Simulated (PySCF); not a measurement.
**The electron affinity along group 15**

All values are computed (PySCF 2.14, energy differences of UHF-based or UKS calculations, no spin-orbit coupling). Values in eV. The last column holds reference values (measured affinities from photodetachment; the arrow runs from anion to atom). Unmarked ones compare directly (S terms, centres of terms, or small fine structure); those marked * lie between the lowest fine-structure levels and include a spin-orbit shift.

```
                                                          element                                   configurations     UHF  MP2 (valence and next inner shell)  SCS-MP2 (valence and next inner shell)  r2SCAN  MP2 (valence)  CCSD (valence)  reference
                                P (def2-TZVPPD, non-relativistic)                      [Ne] 3s2 3p4 → [Ne] 3s2 3p3  -0.613                               0.067                                   0.140   0.456          0.078           0.179    0.747 *
                               As (def2-TZVPPD, non-relativistic)            [Ar] 3d10 4s2 4p4 → [Ar] 3d10 4s2 4p3  -0.703                              -0.044                                   0.005   0.386         -0.074           0.036    0.804 *
Sb (def2-TZVPPD with the def2 core potential (28 electrons), ECP)            [Kr] 4d10 5s2 5p4 → [Kr] 4d10 5s2 5p3  -0.168                               0.439                                   0.474   0.801          0.431           0.541    1.047 *
Bi (def2-TZVPPD with the def2 core potential (60 electrons), ECP)  [Xe] 4f14 5d10 6s2 6p4 → [Xe] 4f14 5d10 6s2 6p3  -0.317                               0.358                                   0.372   0.673          0.309           0.417    0.942 *
```

The highest occupied level of the anion is positive for P⁻ at r2SCAN; As⁻ at r2SCAN; Sb⁻ at r2SCAN; Bi⁻ at r2SCAN, so there the basis helps to hold the electron.

For Bi a determinant mixes LS terms or the coupling is close to jj, so these rows are model values.

"Valence" correlates the outer s and p shells and, in groups 3 to 12 and the f block, the outer d or f shell, open or full, or the next shell where the ion has no valence electron left; the wider scheme adds the next inner shell.
